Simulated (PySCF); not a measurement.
Molfile (atoms numbered from 1):
```
C5H9Cl
     RDKit          3D

 15 14  0  0  0  0  0  0  0  0999 V2000
   -1.2930    1.3089    0.5524 C   0  0  0  0  0  0  0  0  0  0  0  0
   -0.6826    0.2841   -0.0197 C   0  0  0  0  0  0  0  0  0  0  0  0
   -1.3111   -1.0721   -0.1245 C   0  0  0  0  0  0  0  0  0  0  0  0
    0.6971    0.4165   -0.6132 C   0  0  0  0  0  0  0  0  0  0  0  0
    1.7348   -0.2934    0.2479 C   0  0  0  0  0  0  0  0  0  0  0  0
    3.3692   -0.0815   -0.4400 Cl  0  0  0  0  0  0  0  0  0  0  0  0
   -0.8340    2.2804    0.6208 H   0  0  0  0  0  0  0  0  0  0  0  0
   -2.2802    1.2211    0.9731 H   0  0  0  0  0  0  0  0  0  0  0  0
   -2.3293   -1.0588    0.2542 H   0  0  0  0  0  0  0  0  0  0  0  0
   -0.7409   -1.8022    0.4487 H   0  0  0  0  0  0  0  0  0  0  0  0
   -1.3268   -1.4026   -1.1623 H   0  0  0  0  0  0  0  0  0  0  0  0
    0.7111   -0.0177   -1.6158 H   0  0  0  0  0  0  0  0  0  0  0  0
    0.9663    1.4709   -0.6924 H   0  0  0  0  0  0  0  0  0  0  0  0
    1.7583    0.1214    1.2556 H   0  0  0  0  0  0  0  0  0  0  0  0
    1.5565   -1.3670    0.2932 H   0  0  0  0  0  0  0  0  0  0  0  0
  1  2  2  0
  2  3  1  0
  2  4  1  0
  4  5  1  0
  5  6  1  0
  1  7  1  0
  1  8  1  0
  3  9  1  0
  3 10  1  0
  3 11  1  0
  4 12  1  0
  4 13  1  0
  5 14  1  0
  5 15  1  0
M  END
```

- geometry: GFN2-xTB
- shielding tensors at PBE0/pcSseg-1 (GIAO)
- program: PySCF 2.14.0 with density-fitted response routines
- one conformer, non-relativistic Hamiltonian, gas phase, rapidly exchanging positions averaged

Shifts are taken against calculated references (same method and geometry level): 13C, 1H against TMS; 35Cl against HCl.

| atoms | nucleus | count | δ (ppm) |
| --- | --- | --- | --- |
| C1 | 13C | 1 | 120.3 |
| Cl6 | 35Cl | 1 | ? |
| H12/H13 | 1H | 2 | 2.46 |
| C2 | 13C | 1 | 151.4 |
| C4 | 13C | 1 | 48.2 |
| H9/H10/H11 | 1H | 3 | 1.84 |
| H8 | 1H | 1 | ? |
| C3 | 13C | 1 | 24.9 |
| H14/H15 | 1H | 2 | 3.51 |
| C5 | 13C | 1 | 50.2 |
| H7 | 1H | 1 | ? |

Q: Complete the table.

A: 
- H7: 5.18 ppm, hydrogen on a terminal =CH2 carbon; attached to an sp2 carbon and in the plane of the double bond
- H8: 5.18 ppm, hydrogen on a terminal =CH2 carbon; olefinic region
- Cl6: 96 ppm, chlorine bonded to C

Carbons that carry Cl, above all several Cl atoms, come out too deshielded, partly because spin–orbit coupling is missing. Shifts are as computed. Against solution values, carbons near 30 ppm lie about +3 ppm off and those near 130 ppm about +5 ppm; carbons on Cl a further +6 ppm. Of 1211 compounds with measured shifts, 218 miss one by over three times the rms of a fit or turn the order of signals round; such compounds aren't used in these exercises.
